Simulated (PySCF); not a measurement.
Stepwise substitution at one centre (B Cl-I). All species are isolated molecules in the gas phase. Strings in code marks are SMILES.

The vertical ionisation energy (Delta-SCF) from two functionals at the same geometries (CAM-B3LYP-D3(BJ)/def2-TZVP), both in PySCF: PBE-D3(BJ)/def2-TZVP and CAM-B3LYP-D3(BJ)/def2-TZVP. Delta-SCF ions had no search for a lower state. 

```tsv
species	PBE-D3(BJ)/def2-TZVP (eV)
0 of 3 Cl replaced by I (`ClB(Cl)Cl`)	10.77
1 of 3 Cl replaced by I (`ClB(Cl)I`)	9.73
2 of 3 Cl replaced by I	9.12
3 of 3 Cl replaced by I	8.72
```

**Question.** What does CAM-B3LYP-D3(BJ)/def2-TZVP give for each?

**Answer.** 
- 0 of 3 Cl replaced by I (`ClB(Cl)Cl`): 11.58
- 1 of 3 Cl replaced by I (`ClB(Cl)I`): 10.16
- 2 of 3 Cl replaced by I: 9.70
- 3 of 3 Cl replaced by I: 9.42
Over these rows, drawn at random from the members with no instability flagged (it was tested for open shells, ions and some series alone), PBE minus CAM-B3LYP-D3(BJ): mean -0.63 eV, from -0.80 eV to -0.43 eV.
